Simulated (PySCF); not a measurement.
Molecule: `[SH-]`, [HS]-.

Molfile (atoms numbered from 1):
```
HS
     RDKit          3D

  2  1  0  0  0  0  0  0  0  0999 V2000
    0.6827   -0.0060   -0.0054 S   0  0  0  0  0  0  0  0  0  0  0  0
   -0.6772    0.0086   -0.0229 H   0  0  0  0  0  0  0  0  0  0  0  0
  1  2  1  0
M  CHG  1   1  -1
M  END
```

Geometry PBE0-D3(BJ)/def2-SVP throughout; GIAO in PySCF 2.14, gas phase, one conformer, non-relativistic; equivalent atoms averaged; functional PBE0.

(1) How do the shifts δ (against CS2, TMS at the same level) depend on the basis set? (ppm; last column core-seconds on 1 thread of an Arm Neoverse V1, shared host)

(2) Which nucleus moves most, in ppm?

(3) Taking the largest basis, pcSseg-3 (109 functions), as the yardstick, rank the others by their worst heavy-atom deviation.

Results:

(1) 
```csv
basis set,functions,S1,H2,core-s
STO-3G,10,-144.1,-9.08,0.34
6-31G,15,-298.5,-5.18,0.63
pcSseg-0,15,-308.4,-5.27,0.5
6-31G*,20,-291.3,-4.81,0.68
def2-SVP,23,-292.6,-5.84,0.55
cc-pVDZ,23,-312.0,-5.60,0.7
pcSseg-1,29,-356.0,-4.88,0.8
aug-cc-pVDZ,36,-349.8,-4.26,0.9
"6-311+G(2d,p)",41,-374.2,-3.90,0.91
def2-TZVP,43,-355.8,-4.70,1.1
cc-pVTZ,48,-339.1,-4.88,1.1
IGLO-III,54,-354.8,-4.88,1
pcSseg-2,57,-365.3,-4.17,0.44
pcSseg-3,109,-374.2,-4.13,2.5
```

(2) S1 (sulfur bonded to H): from -374.2 ppm with pcSseg-3 to -144.1 ppm with STO-3G. The smallest spread is 5.18 ppm, at H2.

(3) 6-311+G(2d,p) 0.0 ppm (41 functions), pcSseg-2 8.9 ppm (57 functions), pcSseg-1 18.2 ppm (29 functions), def2-TZVP 18.4 ppm (43 functions), IGLO-III 19.4 ppm (54 functions), aug-cc-pVDZ 24.4 ppm (36 functions), cc-pVTZ 35.1 ppm (48 functions), cc-pVDZ 62.2 ppm (23 functions), pcSseg-0 65.8 ppm (15 functions), 6-31G 75.7 ppm (15 functions), def2-SVP 81.6 ppm (23 functions), 6-31G* 82.9 ppm (20 functions), STO-3G 230.1 ppm (10 functions).

A small basis that lands close on one nucleus may do so by chance; judge by the trend and by all nuclei.
